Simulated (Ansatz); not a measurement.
## Si–CH₂⁺, doublet in cc-pVTZ: errors against UCCSDT(Q)

Geometry: that of the Si–CH2, singlet, kept fixed.

```xyz
4

Si    0.0000    0.0000    0.5957
C     0.0000    0.0000   -1.1063
H     0.0000   -0.9093   -1.7078
H     0.0000    0.9093   -1.7078
```

Basis cc-pVTZ; Ansatz 0.2.0. Correlated methods freeze the noble-gas cores, which leaves 9 electrons in 86 orbitals. Prefix R: restricted or restricted open-shell reference; prefix U: unrestricted. Active spaces: valence = (9e, 10o) chosen from the atoms' valence shells.

Full CI isn't at hand for all of this; UCCSDT(Q) serves as the reference, and is uncertain by about the last step of the cluster series. The frozen core follows each run's orbitals, which can shift R against U totals by a few meV.

The UHF ⟨S²⟩ is 0.758, the T1 diagnostic (RCCSD) is 0.0153 and the largest doubles amplitude (RCCSD) is 0.093. The T1 diagnostic (UCCSD) is 0.0127.

```csv
level,E − E(UCCSDT(Q)) (meV),share of correlation (%),wall time
RHF,6825,0.00,–
UHF,6736,1.30,–
RMP2,1109,83.76,–
UMP2,1119,83.60,–
RCCSD,266,96.11,–
UCCSD,263,96.14,–
RCCSD(T),36,99.47,4.5 s (H100)
UCCSD(T),36,99.47,18 s (H100)
BCCD(T),35,99.48,4 s (H100)
RCCSDT,11,99.84,–
UCCSDT,10,99.85,–
RCCSDT(Q),1,99.99,19 s (H100)
CASSCF (valence space),4218,38.20,–
NEVPT2 (valence space),984,85.58,7.5 s (H100)
MRCISD (valence space),283,95.86,–
MRCISD+Q (valence space),56,99.18,8.5 s (H100)
```

The correlation energy at UCCSDT(Q), counted from RHF, is -6.825 eV. That run took 37 s on 2 threads of AMD EPYC 7R13 with a shared H100 80 GB, shared host.

Times hold each run's SCF and search for its determinant on a shared host, so for small cases they say little of a method's own cost.

Natural occupations of CASSCF (valence space) about the gap: 1.985 1.980 1.978 1.895 0.999 0.065 0.041 0.020 0.019 0.018; effectively unpaired electrons, Σ n²(2−n)², 1.07.
